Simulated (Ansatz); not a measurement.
# H3NSSi (SMILES N=[SiH]S): single points off equilibrium

The task here is to estimate one member of a computed series from the others.

The runs use Ansatz 0.2.0, Gaussian basis; single points in def2-TZVPP.

Correlated methods freeze the cores.

## Where the work starts

SMILES `N=[SiH]S`, 6 atoms, charge 0, spin multiplicity 1.

Atoms are counted from 1 here; the program's logs count them from 0.

Bond lengths: N1–Si2 1.570 Å, N1–H4 1.023 Å, Si2–S3 2.158 Å, Si2–H5 1.461 Å, S3–H6 1.387 Å. Angles: Si2–N1–H4 125.9°, N1–Si2–S3 130.2°, N1–Si2–H5 125.0°, S3–Si2–H5 104.8°, Si2–S3–H6 98.0°.

As a file:

```mol
H3NSSi
  3D, bonds by distance, orders not assigned

  6  5  0  0  0  0  0  0  0  0999 V2000
   -1.3146   -0.4066   -0.6643 N   0  0
   -0.1612    0.5869   -0.2821 Si  0  0
    1.5800    0.2872    0.9562 S   0  0
   -1.3298   -1.4107   -0.4701 H   0  0
   -0.1004    1.9925   -0.6769 H   0  0
    1.4239   -1.0724    1.1848 H   0  0
  1  2  8  0
  1  4  8  0
  2  3  8  0
  2  5  8  0
  3  6  8  0
M  END
```

The first run:

The input, run/in.yaml:

```yaml
crystal:
  periodic: [false, false, false]
  atoms:
    - {symbol: N, position_ang: [-1.314600, -0.406600, -0.664300]}
    - {symbol: Si, position_ang: [-0.161200, 0.586900, -0.282100]}
    - {symbol: S, position_ang: [1.580000, 0.287200, 0.956200]}
    - {symbol: H, position_ang: [-1.329800, -1.410700, -0.470100]}
    - {symbol: H, position_ang: [-0.100400, 1.992500, -0.676900]}
    - {symbol: H, position_ang: [1.423900, -1.072400, 1.184800]}
basis:
  gaussian: {orbitals: def2-TZVPP}
correlation: {method: ccsd_t}
output: {forces: true}
```

No record of the launch command was kept for these runs.

Among the steps run: CCSD(T)/def2-TZVPP; PBE0-D4/def2-TZVPP; wB97M-V/def2-TZVPP; r2SCAN-D4/def2-TZVPP; PBE-D4/def2-TZVPP; LC-wPBE/def2-TZVPP; revPBE-D4/def2-TZVPP.

One table of the session follows, with a row left open; its other results are not shown here.

| method | RMS force component (eV/Å) | angle to CCSD(T) forces (°) | dipole (D) |
| --- | --- | --- | --- |
| CCSD(T) | 0.657 | reference | 1.64 |
| PBE0-D4 | ? | ? | ? |
| wB97M-V | 0.542 | 16.5 | 1.80 |
| r2SCAN-D4 | 0.580 | 6.9 | 1.68 |
| PBE-D4 | 0.607 | 15.2 | 1.62 |
| LC-wPBE | 0.574 | 31.2 | 1.84 |
| revPBE-D4 | 0.639 | 16.8 | 1.60 |

Q: Estimate the row for PBE0-D4 from the others.

The run gave: RMS force component (eV/Å): 0.563; angle to CCSD(T) forces (°): 14.1; dipole (D): 1.74. In the column «RMS force component (eV/Å)» it lies between wB97M-V (0.542) and LC-wPBE (0.574).
